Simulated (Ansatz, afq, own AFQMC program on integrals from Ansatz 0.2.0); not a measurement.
AlN, singlet: AFQMC among the cluster methods

```yaml
atoms:
  - { symbol: Al, position_ang: [0.0000, 0.0000, 0.0000] }
  - { symbol: N, position_ang: [0.0000, 0.0000, 1.3590] }
```

Basis 6-31G. Only valence electrons are correlated. AFQMC by an in-house program on the Cholesky factors that Ansatz 0.2.0 writes for its CCSD(T) run. The CISD trial takes its coefficients from CCSD amplitudes. Released means that phaseless walkers are propagated on without the constraint, phases kept. Error bars are statistical, one sigma.

Determinant: RHF, the one that the program's search chose, which needn't be the lowest solution. The geometry is a point of a scan.

Full CI on the same integrals is exact in this basis and with this determinant's frozen core.

Cautions: restricted determinant unstable towards unrestricted (UHF 1.89 eV lower, ⟨S²⟩ 1.21); strong correlation (T1 0.121, weight of the determinant 0.66, largest double 0.32); (T) is large, 9 % of the CCSD correlation; CCSD(T) is in doubt: in a space of 8 electrons in 8 natural orbitals full CI lies 102 meV above it; the released energies are still falling, so no released level is given (meV from the phaseless value at times in 1/Eh: -20 ± 6 at 0.24, -32 ± 4 at 0.51, -52 ± 3 at 0.99, -64 ± 3 at 1.62, -71 ± 4 at 2.40).

```
T1 diagnostic                               : 0.1209
weight of the determinant in the CISD state : 0.661
size of the correlated space                : 8 electrons in 16 orbitals
```

| level | correlation energy (eV) |
| --- | --- |
| MP2 | -4.4106 |
| CCSD | -5.4700 |
| CCSD(T) | -5.9509 |

**Question.** Estimate where full CI lies against CCSD(T) on the same integrals.

**Answer.** 93.1 meV above CCSD(T).

Reference: full CI, correlation energy -5.858 eV. The cautions show a poor starting determinant, so the rows tell how each method copes with it here, and full CI is the sure value.

```json
{"level": "CCSD(T)", "E − E(reference) (meV)": "-93.1", "share of correlation (%)": "101.59"}
{"level": "CCSDT", "E − E(reference) (meV)": "47.7", "share of correlation (%)": "99.19"}
{"level": "CCSDT(Q)", "E − E(reference) (meV)": "-41.3", "share of correlation (%)": "100.71"}
{"level": "CCSDTQ", "E − E(reference) (meV)": "7.5", "share of correlation (%)": "99.87"}
{"level": "ph-AFQMC/CISD", "E − E(reference) (meV)": "107.5 ± 5.7", "share of correlation (%)": "98.17"}
```

CCSDT and higher add their correlation energy to the determinant of the CCSD(T) run, since their own runs factorise the integrals more tightly (a shift of under 2 meV). A walk keeps the symmetry of its determinant, which the program's search chose and which needn't be the lowest solution, so a lower state of the same spin and another symmetry isn't excluded.
